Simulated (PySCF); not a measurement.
# Changing the system itself: SiH⁻ (triplet)

How does SiH⁻ (triplet) answer to another spin, charge, distance or environment?

The runs use PySCF 2.14.0; each script names its method and basis.

2 further runs of the same task are left out: 2 that didn't finish.

## Step 1: Starting geometry

SiH⁻ (triplet): 2 atoms, charge -1, spin multiplicity 3.

Bond lengths: Si1–H2 1.535 Å.

## Step 2: The run that the others are compared with

Contents of input.py:

```python
from pyscf import gto, scf
from pyscf.geomopt.geometric_solver import optimize

mol = gto.M(
    atom='Si 0 0 0; H 0 0 1.535',
    basis='def2-tzvpp',
    charge=-1,
    spin=2,
    verbose=4,
)
mf = scf.UHF(mol)
mf.kernel()
mol_eq = optimize(mf, maxsteps=30)
print('optimised geometry (angstrom)')
print(mol_eq.tostring('raw'))
print('orbital energies (hartree):', [e[max(0, n-3):n+3].round(4) for e, n in zip(mf.mo_energy, mol.nelec)])
```

The run is started by

```console
$ OMP_NUM_THREADS=1 python input.py
```

The log of this run is left out.

Base result: at the starting geometry E(SCF) = -289.455781 Eh, 11 cycles, ⟨S²⟩ = 2.038, optimised bond 1.550 Å in 3 steps; the optimisation lowers the energy by 0.001 eV.

The triplet is typed in the script; nothing here shows that it is the ground state.

## Step 3: Charge +0 (doublet)

Run 1 changes charge: -1 → 0; spin (2S): 2 → 1.

Contents of input.py:

```python
from pyscf import gto, scf
from pyscf.geomopt.geometric_solver import optimize

mol = gto.M(
    atom='Si 0 0 0; H 0 0 1.535',
    basis='def2-tzvpp',
    charge=0,
    spin=1,
    verbose=4,
)
mf = scf.UHF(mol)
mf.kernel()
mol_eq = optimize(mf, maxsteps=30)
print('optimised geometry (angstrom)')
print(mol_eq.tostring('raw'))
print('orbital energies (hartree):', [e[max(0, n-3):n+3].round(4) for e, n in zip(mf.mo_energy, mol.nelec)])
```

The run is started by

```console
$ OMP_NUM_THREADS=1 python input.py
```

## Step 4: Bond 10 Å

Run 2 changes bond length: 1.535 Å → 10 Å.

Changes to input.py since step 2:

```diff
@@ -4,3 +4,3 @@
 mol = gto.M(
-    atom='Si 0 0 0; H 0 0 1.535',
+    atom='Si 0 0 0; H 0 0 10',
     basis='def2-tzvpp',
```

## Step 5: PCM, ε = 2.27

Run 3 changes solvent: none (gas phase) → PCM, ε = 2.27; step after the SCF: optimize → analyze.

Contents of input.py:

```python
from pyscf import gto, scf, solvent

mol = gto.M(
    atom='Si 0 0 0; H 0 0 1.535',
    basis='def2-tzvpp',
    charge=-1,
    spin=2,
    verbose=4,
)
mf = scf.UHF(mol)
mf = solvent.PCM(mf)
mf.with_solvent.eps = 2.27
mf.kernel()
mf.analyze()
print('orbital energies (hartree):', [e[max(0, n-3):n+3].round(4) for e, n in zip(mf.mo_energy, mol.nelec)])
```

## Step 6: Charge -2 (doublet)

Run 4 changes charge: -1 → -2; spin (2S): 2 → 1.

Changes to input.py since step 2:

```diff
@@ -6,4 +6,4 @@
     basis='def2-tzvpp',
-    charge=-1,
-    spin=2,
+    charge=-2,
+    spin=1,
     verbose=4,
```

## Step 7: Charge +1

Run 5 changes charge: -1 → 1.

Changes to input.py since step 2:

```diff
@@ -6,3 +6,3 @@
     basis='def2-tzvpp',
-    charge=-1,
+    charge=1,
     spin=2,
```

## Step 8: Bond 1.428 Å

Run 6 changes bond length: 1.535 Å → 1.428 Å.

Changes to input.py since step 2:

```diff
@@ -4,3 +4,3 @@
 mol = gto.M(
-    atom='Si 0 0 0; H 0 0 1.535',
+    atom='Si 0 0 0; H 0 0 1.428',
     basis='def2-tzvpp',
```

Before running it: what results should come out? Wanted: for each run, E(SCF); from base; gap, α spin; after the SCF.

As calculated:

```
                    run  E(SCF) (hartree)  from base (eV)  cycles  gap, α spin (eV)            after the SCF
                   base       -289.455781               0      11             10.63  bond 1.550 Å, -0.001 eV
    charge +0 (doublet)       -289.434052         +0.5913      11              8.08  bond 1.515 Å, -0.003 eV
bond 10 Å (poor choice)       -289.375158         +2.1939      12              4.30  bond 10.000 Å, 0.000 eV
          PCM, ε = 2.27       -289.508979         -1.4476      11             10.79                      n/a
    charge -2 (doublet)       -289.193555         +7.1355      12              8.40  bond 1.601 Å, -0.023 eV
              charge +1       -289.102118         +9.6237      11              8.99  bond 1.506 Å, -0.005 eV
           bond 1.428 Å       -289.451540         +0.1154      11             10.78  bond 1.550 Å, -0.117 eV
```

SCF columns refer to the geometry typed in the script.

What this shows: The largest comparable shift of the SCF energy, +2.194 eV, comes with the run “bond 10 Å”. At the SCF level, going to the doublet with one electron fewer costs 0.59 eV at fixed geometry. A continuum solvent with ε = 2.27 lowers the energy by 1.448 eV, a large gain because the system is charged. At the SCF level, adding an electron (to the doublet) costs 7.14 eV at fixed geometry; correlation, diffuse functions and relaxation can still bind it. With bond 10 Å the frontier gap moves by over 1.5 eV, which can mean another electronic state rather than the bond length alone. Rows marked «poor choice» come from settings spoiled on purpose.
